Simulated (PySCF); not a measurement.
**Orbital picture of SiCl**

r²SCAN at R = 2.108 Å; PySCF, no relativity, basis sets Si def2-SVPD, Cl def2-SVPD. State: ²Π (doublet), unpaired electrons π ↑. Only the outer orbitals are listed, counted within each symmetry.

| spin | orbital | occ. | ε (eV) | on Si (%) | main shells (%) |
| --- | --- | --- | --- | --- | --- |
| α | 7σ | 1 | -21.74 | 6 | 93 Cl s |
| α | 8σ | 1 | -12.71 | 52 | 50 Si s, 41 Cl p |
| α | 3π | 1 | -9.06 | 9 | 91 Cl p |
| α | 3π | 1 | -9.01 | 12 | 88 Cl p, 10 Si p |
| α | 9σ | 1 | -8.55 | 63 | 42 Si s, 38 Cl p, 20 Si p |
| α | 4π | 1 | -4.57 | 88 | 87 Si p, 10 Cl p |
| α | 4π | 0 | -3.88 | 90 | 89 Si p |
| α | 10σ | 0 | -0.84 | 73 | 57 Si p, 13 Si d, 13 Cl s |
| α | 11σ | 0 | 1.20 | 90 | 86 Si s |
| β | 7σ | 1 | -21.65 | 5 | 93 Cl s |
| β | 8σ | 1 | -12.19 | 42 | 51 Cl p, 39 Si s |
| β | 3π | 1 | -9.03 | 8 | 92 Cl p |
| β | 3π | 1 | -8.73 | 5 | 94 Cl p |
| β | 9σ | 1 | -8.03 | 72 | 50 Si s, 29 Cl p, 20 Si p |
| β | 4π | 0 | -3.64 | 90 | 88 Si p |
| β | 4π | 0 | -2.33 | 89 | 87 Si p |
| β | 10σ | 0 | -0.36 | 73 | 55 Si p, 14 Si d, 14 Cl s |

**Question.** Which are the highest filled and the lowest empty level, where do they sit, and how wide is the gap?

**Answer.** Highest filled α 4π at -4.57 eV (in %: 87 Si p, 10 Cl p); lowest empty α 4π at -3.88 eV (in %: 89 Si p); the gap at r²SCAN is 0.69 eV. Both belong to one degenerate shell, split only by its one-sided filling, so this is no excitation gap.

```json
{"bond order (Mayer)": "1.11", "⟨S²⟩": "0.760", "charge on Si (Mulliken, basis-dependent)": "0.39", "charge on Si (Löwdin, basis-dependent)": "0.28", "dipole moment (positive dipole means Si(−)Cl(+))": "-0.93 D"}
```

The state is the lowest determinant that a PBE0 search found; another state may lie lower at other levels.
